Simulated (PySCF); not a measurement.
## Computed properties of OSi, SMILES O=[Si]

OSi, SMILES O=[Si] (connectivity only; charge and spin as stated), neutral, multiplicity 1. The structure is a stationary point at B3LYP-D3(BJ)/def2-TZVPD. Other conformers were not sampled. All values are computed for the isolated molecule unless a solvent is named; none is compared with measurement here.

**Structure.** The optimised structure has C∞v symmetry. All 1 harmonic modes at B3LYP-D3(BJ)/def2-TZVPD (PySCF) are real, so it is a minimum.

**Vibrations.** The strongest infrared lines (harmonic, unscaled, degenerate partners summed) lie at 1254 cm⁻¹ (56 km/mol, O 64 %, Si 36 %). The softest mode is at 1254 cm⁻¹ and the zero-point energy is 1.8 kcal/mol.

**Electronic structure.** CAM-B3LYP/def2-TZVPD (PySCF) places the frontier levels at -10.24 and -0.98 eV, a gap of 9.26 eV, and gives a dipole moment of 3.33 D and a mean polarisability of 29.4 bohr³. PBE/def2-TZVPD (PySCF) at the same geometry gives -7.47 and -2.87 eV, so its gap is 4.66 eV narrower. An orbital gap is neither the optical nor the fundamental gap.

**Excitations.** TDDFT-B3LYP/def2-TZVPD (PySCF) has S1 at 5.29 eV (234 nm, f = 0.000, dark); the most intense of the 10 singlets computed lies at 8.63 eV (f = 0.73). Strengths of degenerate partners are summed. T1 (TDA) is at 4.06 eV. No vertical singlet excitation falls in the visible range (under 3.1 eV).

**NMR.** GIAO shifts at HF/pcSseg-2 (PySCF) (non-relativistic, atoms alike by connectivity averaged): ²⁹Si at 124.4 ppm against TMS.
